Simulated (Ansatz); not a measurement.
**BH2, doublet: reading a ladder of total energies**

Geometry: a PBE0/def2-TZVP stationary point for this spin, not checked as a minimum.

```xyz
3

B     0.0000   -0.0800    0.0000
H     0.0000    0.4291   -1.0770
H     0.0000    0.4291    1.0770
```

Basis aug-cc-pVDZ; Ansatz 0.2.0. Correlated methods freeze the noble-gas cores, which leaves 5 electrons in 40 orbitals. Prefix R: restricted or restricted open-shell reference; prefix U: unrestricted.

Full CI is exact within this basis and frozen core; it isn't the basis-set limit. The frozen core follows each run's orbitals, which can shift R against U totals by a few meV.

Runs differ by some tens of microhartree through their thresholds and, for an open shell, their frozen cores, so steps under 0.1 kcal/mol mean nothing.

| level | total energy (hartree) |
| --- | --- |
| UHF | -25.753702 |
| UMP2 | -25.822435 |
| UCCSD | -25.842540 |
| UCCSD(T) | -25.843906 |
| UCCSDT | -25.844326 |
| UCCSDT(Q) | -25.844346 |
| full CI | -25.844343 |

Problem. What is the correlation energy at full CI, and what share of it do UMP2 and UCCSD(T) recover?

Solution. E(corr) = -25.844343 − (-25.753702) = -0.090641 hartree = -2.466 eV. UMP2: -0.068733 / -0.090641 = 75.83 %. UCCSD(T): -0.090204 / -0.090641 = 99.52 %.

Problem. By how many kcal/mol does UCCSD(T) miss full CI (1 hartree = 627.509 kcal/mol), and which steps make up the rest?

Solution. -25.843906 − (-25.844343) = 0.000437 hartree = 0.27 kcal/mol. Steps: UCCSDT − UCCSD(T) = -0.26, UCCSDT(Q) − UCCSDT = -0.01, full CI − UCCSDT(Q) = 0.00 kcal/mol. That is within 1 kcal/mol of the reference in this basis, which itself misses far more of the correlation at the basis-set limit.
